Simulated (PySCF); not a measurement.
# Atomization energy of O3, singlet, from cheap to dear

Geometry (MP2(full)/6-31G*, from the G2/97 set):

```xyz
3

O     0.0000    1.1038   -0.2285
O     0.0000    0.0000    0.4571
O     0.0000   -1.1038   -0.2285
```

Measured, as an electronic atomization energy: 146.8 kcal/mol (G2/97 heats of formation of molecule and atoms, with zero-point and thermal terms from B3LYP taken off; Curtiss et al., J. Chem. Phys. 106, 1063 (1997), Staroverov et al., J. Chem. Phys. 119, 12129 (2003)). The measured value holds scalar relativity and spin–orbit coupling, which all computed ones lack, and core correlation, which the wave-function levels lack. Atoms are taken at the same level; beside RHF, RMP2 and RCC rows of closed shells they are unrestricted. The atoms' steps beyond CCSDT are taken from full CI of the atoms, which share full CI's core. PySCF 2.14.0; the 6-31G* set has Cartesian d functions; a miss is computed less measured; times are wall times on shared hosts and scatter by a factor of two or so; they hold the correlated step alone (with one SCF for RCCSD(T)), and functionals start from a converged Hartree–Fock density. B3LYP has the VWN-RPA form, and B2PLYP's MP2 part freezes the cores.

```csv
level,basis,miss (kcal/mol),time of the run,hardware
RCCSD(T),STO-3G,-54.5,0.21 s,1 CPU thread
RCCSD(T),6-31G,-88.8,0.44 s,1 CPU thread
UHF,cc-pVDZ,-160.9,0.97 s,1 CPU thread
UHF,6-31G*,-156.9,1.2 s,1 CPU thread
UCCSD(T),6-31G,-92.5,1.4 s,1 CPU thread
RCCSD(T),cc-pVDZ,-34.2,1.5 s,1 CPU thread
RCCSD(T),6-31G*,-29.1,1.9 s,1 CPU thread
PBE0,6-31G,-55.2,2.3 s,1 CPU thread
r2SCAN,STO-3G,19.4,2.4 s,1 CPU thread
B2PLYP,6-31G,-72.4,2.4 s,1 CPU thread
B3LYP,6-31G,-50.1,2.6 s,1 CPU thread
full CI,STO-3G,-51.9,2.7 s,1 CPU thread
UCCSDT,STO-3G,-53.6,2.7 s,1 CPU thread
PBE0,6-31G*,-6.1,3.6 s,1 CPU thread
PBE0,cc-pVDZ,-9.9,3.6 s,1 CPU thread
B2PLYP,cc-pVDZ,-23.6,3.6 s,1 CPU thread
B3LYP,cc-pVDZ,-6.8,3.8 s,1 CPU thread
B2PLYP,6-31G*,-19.6,4 s,1 CPU thread
r2SCAN,6-31G,-39.9,4.1 s,1 CPU thread
B3LYP,6-31G*,-4.1,4.2 s,1 CPU thread
PBE,6-31G*,40.3,4.8 s,1 CPU thread
PBE,cc-pVDZ,37.1,5 s,1 CPU thread
r2SCAN,cc-pVDZ,2.1,7.3 s,1 CPU thread
B97M-V,STO-3G,24.0,9.4 s,1 CPU thread
UCCSD(T),6-31G*,-34.5,10 s,1 CPU thread
BHLYP,cc-pVTZ,-48.0,10 s,1 CPU thread
wB97M-V,STO-3G,12.9,10 s,1 CPU thread
B3LYP,cc-pVTZ,-5.5,11 s,1 CPU thread
RHF,cc-pVTZ,-213.7,12 s,1 CPU thread
UHF,cc-pVTZ,-152.1,12 s,1 CPU thread
revPBE,cc-pVTZ,21.5,13 s,1 CPU thread
PBE,cc-pVTZ,37.8,13 s,1 CPU thread
wB97M-V,6-31G,-54.9,14 s,1 CPU thread
CAM-B3LYP,cc-pVTZ,-6.6,16 s,1 CPU thread
B97M-V,6-31G*,-2.3,18 s,1 CPU thread
B97M-V,cc-pVTZ,-2.0,34 s,1 CPU thread
RCCSDT(Q),6-31G,-84.8,43 s,1 CPU thread
UCCSD(T),cc-pVTZ,-21.3,3.3 min,1 CPU thread
UCCSDT,6-31G,-88.7,4.6 min,1 CPU thread
RCCSD(T),cc-pVQZ,-8.8,6.1 min,1 CPU thread
```

HF's time is that of a plain UHF run.

The smallest set from which on each level stays within 1 kcal/mol of its own cc-pVQZ value: RHF cc-pVTZ; UHF cc-pVTZ; RMP2 none (cc-pVTZ is 7.4 kcal/mol off); RCCSD(T) none (cc-pVTZ is 6.3 kcal/mol off).
